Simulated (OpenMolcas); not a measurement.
**How the cost of BHLYP grows with the basis: CH4O2 (methanediol)**

The species is CH4O2 (7 atoms), meant as a singlet with charge 0. As SMILES, `OCO`. Geometry: relaxed at PBE0-D4/def2-TZVP. This is a higher conformer, about 15 kJ/mol above the lowest found by a separate search.

BHLYP, gradient, OpenMolcas 26.06, on 1 thread of Arm Neoverse V1, shared host. N is the number of basis functions, t the processor time.

| basis | N | t (s) | ln N | ln t |
| --- | --- | --- | --- | --- |
| def2-SV(P) | 50 | 5.4 | 3.912 | 1.686 |
| def2-SVP | 62 | 6.9 | 4.127 | 1.932 |
| def2-TZVP | 117 | 24 | 4.762 | 3.178 |
| def2-TZVPP | 149 | ? | 5.004 | ? |

Fit t = C·Nᵖ to the known rows and estimate the time in def2-TZVPP.


1. Means of the 3 rows: ln N = 4.26700, ln t = 2.2653.
2. Σ(Δln N)² = 0.39065, Σ(Δln N·Δln t) = 0.7041, so the slope is 0.7041/0.39065 = 1.8024.
3. Intercept: 2.2653 − (1.8024) × 4.26700 = -5.4255. The largest residual of the fit is 0.081.
4. ln t = -5.4255 + 1.8024 × 5.004, so t ≈ 36 s.

The run took 47 s, so the estimate is too short by a factor of about 1.3. The fitted power is 1.8, with the electron count fixed. Fixed start-up costs flatten the line at the short runs, so it runs low for the long one.
